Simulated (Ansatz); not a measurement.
# MgO: all-electron results

```
Mg O
1.0
     0.00000    2.12692    2.12692
     2.12692    0.00000    2.12692
     2.12692    2.12692    0.00000
Mg O
1 1
Direct
  0.00000 0.00000 0.00000
  0.50000 0.50000 0.50000
```

Atom numbers follow the list: Mg1, O2.

The structure comes from a relaxation in the same program, started in the rocksalt type, and has space group Fm-3m. Whether it is a known phase or the ground state wasn't checked.

Methods: DFT, PBE, all-electron LAPW, scalar-relativistic (Ansatz 0.2.0); DFT, PBE, PAW with Ansatz's default frozen-core files, scalar-relativistic (Ansatz 0.2.0).

For LAPW: a Γ-centred 16×16×16 k mesh, Fermi–Dirac smearing of 0.05 eV, basis error target 1 meV/atom, no spin polarisation. PAW takes a cutoff of 420 eV at this cell. The Ansatz runs share mesh, smearing and spin set-up. Values come from LAPW unless marked.

```yaml
Band_gap: 4.46 eV, direct at Γ
Löwdin_charges_with_0.16_e_of_the_cell_spilling_out_of_the_atomic_basis_so_their_sizes_and_signs_hang_on_that_basis: Mg1 1.52, O2 -1.36 e
Bader_charges_from_the_PAW_run: Mg1 +1.72, O2 -1.72 e
Volume_per_atom: 9.62 Å³
Pressure_at_this_cell: 0.06 GPa
```
